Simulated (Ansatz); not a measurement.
Born–Oppenheimer molecular dynamics of ClFH$_{3}$Si (6 atoms, charge 0, multiplicity 2). It starts at the highest image of a converged band. Of that band: A vibrational analysis at the climbing image gives 2 clearly imaginary modes (55i, 54i cm⁻¹): a point of higher order. A lower path may pass nearby, or the ends, which weren't checked, may share the extra mode.

All numbers below come from UKS PBE/def2-SVP (Ansatz 0.2.0).

```yaml
ensemble: NVE (velocity Verlet)
time_step: 0.5 fs
steps_asked: 200
starting_velocities_drawn_for: 300 K
seed: 5451
```

First frame:

```xyz
6
Properties=species:S:1:pos:R:3
Si 0.026 0.000 -0.089
F -0.030 0.000 1.557
H 1.465 0.000 -0.512
H -0.671 1.232 -0.582
H -0.671 -1.232 -0.582
Cl -0.116 0.000 4.230
```

Problem. What does the run give?

Solution. All steps were run.

- steps done: 200
- time covered: 100 fs
- mean temperature over the second half: 155 K
- spread of the potential energy over the second half: 4.9 meV per atom
- mean potential energy of the second half above the start: 12.5 meV per atom

The conserved energy stayed within 0.14 meV per atom of its start (net change 0.013 meV per atom), so the integration is sound. A run of 0.1 ps of so small a system gives no equilibrium averages.

Problem. What happens to the structure?

Solution. The same pairs are bonded in the first frame and the last. Pairs count as bonded within 1.25 times the sum of covalent radii (0.12 Å more for H–H). The details hang on the random start.

Problem. How do temperature and energy run in time?

Solution. 
| time (fs) | T (K) | potential energy less start (eV) | conserved less start (meV/atom) |
| --- | --- | --- | --- |
| 0 | 300 | 0.000 | 0.00 |
| 9 | 132 | 0.087 | 0.03 |
| 18 | 176 | 0.065 | 0.08 |
| 27 | 70 | 0.120 | 0.13 |
| 36 | 125 | 0.091 | 0.10 |
| 45 | 173 | 0.066 | 0.03 |
| 54 | 250 | 0.026 | 0.01 |
| 63 | 114 | 0.096 | 0.06 |
| 72 | 187 | 0.059 | 0.09 |
| 81 | 46 | 0.132 | 0.12 |
| 90 | 177 | 0.064 | 0.06 |
| 99 | 194 | 0.055 | 0.03 |

Run time: 12 min on 1 thread of Arm Neoverse V1, with other jobs on the host, peak memory 0.12 GiB.
